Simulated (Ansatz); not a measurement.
Relaxation of BFH₅N (8 atoms, charge 0, multiplicity 1), to a largest force component of 0.03 eV/Å in at most 50 steps.

All numbers below come from Ansatz 0.2.0, RHF/def2-SVP.

```xyz
8
Properties=species:S:1:pos:R:3
B 0.060 -0.144 -0.116
F 0.023 -0.589 1.135
N 1.281 -0.122 -0.783
H 2.122 -0.449 -0.359
H 1.374 0.144 -1.739
H -0.957 0.193 -0.648
H 0.093 1.985 0.996
H 0.038 1.508 1.518
```

Task: Where does it end, and by what steps?

Result: The run converged. The force dipped under the threshold on the way, but the program's further checks kept it going. After 22 steps the energy has fallen by 0.251 eV; H7 moved furthest, 1.60 Å.

```csv
step,energy less start (eV),largest force component (eV/Å),accepted
0,0.0000,1.288,yes
1,-0.1594,0.152,yes
2,-0.1979,0.357,yes
3,-0.2276,0.265,yes
4,-0.2349,0.076,yes
5,-0.2371,0.115,yes
6,-0.2398,0.029,yes
7,-0.2307,0.862,no
8,-0.2414,0.092,yes
9,-0.2423,0.229,yes
10,-0.2436,0.157,yes
11,-0.2334,0.650,no
12,-0.2454,0.009,yes
13,-0.2463,0.146,yes
14,-0.2469,0.122,yes
15,-0.2484,0.107,yes
16,-0.2494,0.115,yes
17,-0.2498,0.141,yes
18,-0.2503,0.101,yes
19,-0.2508,0.005,yes
20,-0.2513,0.037,yes
21,-0.2465,0.369,no
22,-0.2514,0.018,yes
```

```xyz
8
Properties=species:S:1:pos:R:3
B 0.111 -0.383 -0.456
F 0.057 -0.285 0.870
N 1.349 -0.485 -1.078
H 2.210 -0.487 -0.569
H 1.451 -0.557 -2.068
H -0.913 -0.379 -1.077
H -0.116 2.912 2.287
H -0.115 2.190 2.096
```

The run took 7.9 s on 1 thread of AMD EPYC 9R45 96-Core Processor (Zen 5), with other jobs on the host, peak memory 0.15 GiB.
